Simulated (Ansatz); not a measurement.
A nudged elastic band was laid between two geometries of CH₇AlS (10 atoms, charge 0, multiplicity 1).

Theory: Ansatz, RKS PBE0/6-31G*.

| Item | Value |
| --- | --- |
| movable images | 5 |
| climbing image | yes |
| spring | 5.0 eV/Å² |
| optimiser | quadratic models (default) |
| start path | through a guess of the saddle point |
| force threshold | 0.05 eV/Å |
| iteration limit | 60 |
| end points | relaxed |

Initial state:

```xyz
10
Properties=species:S:1:pos:R:3
Al -0.070 -0.152 0.414
C 0.161 0.439 2.283
H -0.679 0.151 2.928
H 1.082 0.052 2.736
H 0.227 1.534 2.330
H 1.191 -0.183 -0.581
H -1.527 -0.073 -0.262
S -0.057 -2.706 0.776
H -0.430 -3.070 -0.465
H -1.291 -2.881 1.284
```

Final state:

```xyz
10
Properties=species:S:1:pos:R:3
Al -0.010 -0.757 -0.388
C -0.026 0.002 2.682
H -0.960 0.098 3.241
H 0.829 0.196 3.333
H -0.023 0.744 1.874
H 1.386 -0.013 -0.483
H -1.435 -0.062 -0.471
S 0.065 -2.952 -0.327
H -1.272 -3.123 -0.314
H 0.054 -1.022 2.297
```

(1) What changes between the two ends?

(2) What energy profile does the band end with?

(3) What is the geometry of the highest image?

Results:

(1) Bonds broken: Al1–C2, S8–H10. Bonds formed: C2–H10. CH7AlS becomes AlH3S + CH4.

(2) It converged. The highest image is number 3 of 0 to 6, 0.66 eV above the first end and 1.64 eV above the last; the last end lies 0.97 eV below the first. Neighbouring images differ by up to 1.3 eV, so the band resolves the path poorly. A vibrational analysis at the climbing image gives one clearly imaginary mode, 1018i cm⁻¹: a first-order saddle point. The orbitals stay closed-shell, which can raise the energy where a bond breaks towards radicals; this wasn't checked here.

| image | path coordinate (Å) | energy (eV) | Al1–C2 (Å) | S8–H10 (Å) | C2–H10 (Å) |
| --- | --- | --- | --- | --- | --- |
| 0 | 0.00 | 0.00 | 1.97 | 1.35 | 3.76 |
| 1 | 1.22 | 0.03 | 1.98 | 1.35 | 3.20 |
| 2 | 2.45 | 0.05 | 1.98 | 1.35 | 2.78 |
| 3 | 3.67 | 0.66 | 2.09 | 1.57 | 1.58 |
| 4 | 4.43 | -0.60 | 2.48 | 2.27 | 1.12 |
| 5 | 5.18 | -0.93 | 2.86 | 2.78 | 1.10 |
| 6 | 5.93 | -0.97 | 3.16 | 3.26 | 1.10 |

(3) 
```xyz
10
Properties=species:S:1:pos:R:3
Al -0.010 -0.285 0.110
C -0.059 -0.096 2.191
H -0.912 -0.413 2.801
H 0.864 -0.238 2.763
H -0.177 0.998 2.083
H 1.408 0.178 -0.434
H -1.433 0.044 -0.520
S 0.115 -2.688 0.457
H -1.220 -2.867 0.484
H 0.031 -1.521 1.509
```

Time of the run: 5.3 min on 1 thread of Arm Neoverse V1 (shared host), peak memory 0.13 GiB.
